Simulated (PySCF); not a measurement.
## Isomerisation enthalpies of C5H6S

**The experiment to reproduce.**

From CRC Handbook of Chemistry and Physics, for the gas at 298.15 K: enthalpy of formation of `Cc1ccsc1` 82.5 kJ/mol; enthalpy of formation of `Cc1cccs1` 83.5 kJ/mol.

How close the calculation comes is told at the end.

Differences of these values give the isomerisation enthalpies. Geometries: PBE0-D3(BJ)/def2-SVP; runs in PySCF, gas phase, with a dispersion term only where the level names one. Total electronic energies (Eh):

```json
{"SMILES": "Cc1ccsc1", "PBE0-D3(BJ)/def2-SVP": "-591.69992"}
{"SMILES": "Cc1cccs1", "PBE0-D3(BJ)/def2-SVP": "-591.70049"}
```

Zero-point and thermal terms are left out, so the computed numbers are electronic energies.

**Comparison with experiment**

Relative to `Cc1ccsc1`, the lowest by measurement, in kJ/mol (measured: enthalpies at 298.15 K; computed: electronic energies):

```json
{"SMILES": "Cc1ccsc1", "measured": "0.0", "PBE0-D3(BJ)/def2-SVP": "0.0"}
{"SMILES": "Cc1cccs1", "measured": "1.0", "PBE0-D3(BJ)/def2-SVP": "-1.5"}
```

Measured values: 82.5 kJ/mol (298.15 K; CRC Handbook of Chemistry and Physics) for the first row; the others come from the same table. Unsigned miss: PBE0-D3(BJ)/def2-SVP 2.5 kJ/mol. PBE0-D3(BJ)/def2-SVP puts another isomer lowest. The two lowest measured values lie only 1.0 kJ/mol apart, so their order may not be settled by the table. Where a level misses, the cause wasn't examined.
